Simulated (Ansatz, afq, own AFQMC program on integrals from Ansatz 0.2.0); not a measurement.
BeCl, doublet: AFQMC among the cluster methods

```yaml
atoms:
  - { symbol: Cl, position_ang: [0.0000, 0.0000, 0.0000] }
  - { symbol: Be, position_ang: [0.0000, 0.0000, 1.9446] }
```

Basis aug-cc-pVDZ. Noble-gas cores (and the filled d shells of Ga–Kr and In–Xe) are frozen. Integrals, coupled cluster, full CI and functionals: Ansatz 0.2.0; the random walks run on the same integrals in our own AFQMC program. The CISD trial takes its coefficients from CCSD amplitudes. Released means that phaseless walkers are propagated on without the constraint, phases kept. ± is one standard error of the sampling.

Determinant: UHF, the one that the program's search chose, which needn't be the lowest solution. The geometry is a PBE0/def2-TZVPD stationary point of this or a neighbouring charge and spin state.

No full CI on the walks' own integrals is used here; CCSDT(Q) serves as the reference and is uncertain by about the last step of the cluster series.

* T1 diagnostic: 0.0140
* weight of the determinant in the CISD state: 0.917
* ⟨S²⟩ of the determinant: 0.751
* size of the correlated space: 9 electrons in 44 orbitals

Reference: CCSDT(Q), correlation energy -5.053 eV. The released energy is read at 2.40 1/Eh (meV from the phaseless value at times in 1/Eh: -10 ± 11 at 0.24, -5 ± 8 at 0.51, 5 ± 10 at 0.99, 8 ± 7 at 1.62, -8 ± 10 at 2.40).

```
         level  E − E(reference) (mEh)  share of correlation (%)
            HF                  185.69                      0.00
           MP2                   20.44                     88.99
          CCSD                    6.27                     96.62
       CCSD(T)                    0.96                     99.49
         CCSDT                    0.43                     99.77
 ph-AFQMC/CISD            -0.02 ± 0.38                    100.01
released AFQMC            -0.33 ± 0.37                    100.18
```

A walk keeps the symmetry of its determinant, which the program's search chose and which needn't be the lowest solution, so a lower state of the same spin and another symmetry isn't excluded. Released energies are given only where the last usable release times agree within the noise; a slower fall can still hide under it.
